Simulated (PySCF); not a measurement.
fluorine cation (F2), SMILES FF (connectivity only; charge and spin as stated), charge +1, multiplicity 2. Coordinates come from a PBE0-D3(BJ)/def2-TZVPD optimisation. The multiplicity is an assumed one; other spin states were not compared.

Method: PBE0-D3(BJ)/def2-TZVPD run with PySCF.

Harmonic wavenumbers (cm⁻¹): 1302. Rotational constants (GHz): 32.83 (linear); symmetry number 2.

Question: Work out the zero-point energy and the ideal-gas rigid-rotor harmonic-oscillator thermochemistry at 298.15 K and 1 atm.

Answer: ZPE = ½ Σ hcν = ½ × 1302 cm⁻¹ = 1.86 kcal/mol. H − E(el) = 3.94 kcal/mol. Entropy in cal/(mol K): translation 36.83, rotation 11.03, vibration 0.03, spin 1.38, total 49.27. G − E(el) = -10.75 kcal/mol. Cp = 7.10 cal/(mol K).
